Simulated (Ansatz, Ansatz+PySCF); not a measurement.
```yaml
atoms:
  - { symbol: C, position_ang: [0.0000, 0.0000, 0.0000] }
  - { symbol: F, position_ang: [0.8204, 0.8204, 0.8204] }
  - { symbol: F, position_ang: [0.8204, -0.8204, -0.8204] }
  - { symbol: F, position_ang: [-0.8204, 0.8204, -0.8204] }
  - { symbol: F, position_ang: [-0.8204, -0.8204, 0.8204] }
```

RHF on singlet CF₄ was run in several spherical basis sets with Ansatz (development build ahead of 0.2.0). Caution for RHF: no unrestricted run beside it, a lower state can exist.

(1) Rank the basis sets by the total energy that they give, lowest first, with the distance from the lowest.
A. def2-SVP
B. cc-pVTZ
C. 6-31G(d)
D. def2-TZVP
E. cc-pVDZ

Answers

(1) D (0.00 eV), B (0.68 eV), E (4.64 eV), C (5.31 eV), A (14.86 eV).

Totals follow the description of the cores as much as that of the bonds, so this order isn't one of quality for chemistry.
